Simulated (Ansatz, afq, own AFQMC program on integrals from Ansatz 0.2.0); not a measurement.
AFQMC on a folder of integrals that Ansatz 0.2.0 wrote.

```yaml
crystal:
  periodic: [false, false, false]
  atoms:
    - {symbol: B, position_ang: [-1.338695, 0.000000, 0.000000]}
    - {symbol: H, position_ang: [-1.935429, 1.033571, 0.000000]}
    - {symbol: H, position_ang: [-1.935429, -1.033571, 0.000000]}
    - {symbol: H, position_ang: [0.040305, 0.000000, 0.000000]}
    - {symbol: B, position_ang: [1.349305, 0.000000, 0.000000]}
    - {symbol: H, position_ang: [1.858378, 0.000000, 1.077008]}
    - {symbol: H, position_ang: [1.858378, 0.000000, -1.077008]}
basis:
  gaussian: {orbitals: cc-pVDZ}
magnetization: {spin_polarized: true, initial_magnetization: 1}
correlation: {method: ccsd_t, electrons: outside_noble_gas, hamiltonian_folder: ham}
```

```sh
$ ansatz run in.yaml --threads 1 --pin off --events-out ev --progress --plain --max-ram 16896MiB --backend cuda --devices 0, --max-vram 18GiB
```

Options of the walk:

```
--method phaseless --trial cisd --walkers 4000 --populations 20 --least-time 60 --time-step 0.005 --steps-per-block 50 --equilibration-blocks 28 --max-blocks 4000 --target-error 0.0002 --factor-cut 1e-05 --start spin_pure --seed 8100 --release-times 0.24,0.51,0.99,1.62,2.4 --release-step 0.03 --release-every 3 --taylor-order 6
```

Times are imaginary, in 1/Eh. The walk had a cap of 167 s. With eight or more populations the least sampling time is a fifth of least-time, and the error comes from their spread.

Log:

```
orbitals 51  electrons 6 5  factors 397 of 476
reference energy -52.09816998 Eh
CCSD correlation -0.22018247 Eh in 11 cycles, weight of the determinant in the CISD state 0.8897
energy of the start -52.317828 Eh
 block  time / (1/Eh)  mean weight  energy / Eh
     1     0.250  0.9998  -52.314797
     2     0.500  1.0000  -52.315981
     3     0.750  1.0002  -52.318105
     4     1.000  0.9999  -52.319645
     5     1.250  1.0000  -52.320774
    10     2.500  1.0002  -52.323227
    15     3.750  0.9999  -52.323302
    20     5.000  1.0000  -52.323792
    25     6.250  1.0002  -52.324282
    30     7.500  1.0000  -52.324051
    33     8.250  0.9998  -52.324496
    35     8.750  0.9999  -52.324047
    40    10.000  0.9997  -52.323637
    45    11.250  0.9999  -52.324396
    50    12.500  1.0000  -52.323881
    55    13.750  1.0001  -52.323989
    60    15.000  1.0004  -52.324418
    65    16.250  0.9998  -52.324042
    70    17.500  0.9999  -52.324056
    72    18.000  1.0001  -52.323061
    75    18.750  0.9999  -52.323744
    78    19.500  1.0002  -52.323420
error from the spread of 20 populations
released: time / (1/Eh)  energy / Eh  error  mean overlap
  0.24  -52.323889  0.000075  1.0023
  0.51  -52.324027  0.000080  1.0010
  0.99  -52.324018  0.000089  0.9989
  1.62  -52.323980  0.000102  0.9967
  2.40  -52.323875  0.000183  0.9976
energy -52.323913 +/- 0.000125 Eh
(rows thinned)
```

The run passed its tests (sampling time, drift between the halves within three errors, error under three times the target), which doesn't prove that it has relaxed.

Against this walk (error 3.4 meV) on the same determinant: CCSD(T) 27.5 meV higher, CCSDT(Q) 3.6 meV lower (within the noise). The error is statistical and leaves out the bias of the constraint. Released to 2.40 1/Eh the energy moves by 1 ± 6 meV (both errors), within twice the noise.

Cautions: constraint bias not in the error.

The walk took 73 s on 1 × NVIDIA H100 80GB HBM3 with 2 threads of AMD EPYC 7R13 Processor (Zen 3), with other jobs on the host (the card was shared). The log's last line is the phaseless energy.

CCSDT and higher add their correlation energy to the determinant of the CCSD(T) run, since their own runs factorise the integrals more tightly (a shift of under 2 meV). A walk keeps the symmetry of its determinant, which the program's search chose and which needn't be the lowest solution, so a lower state of the same spin and another symmetry isn't excluded.
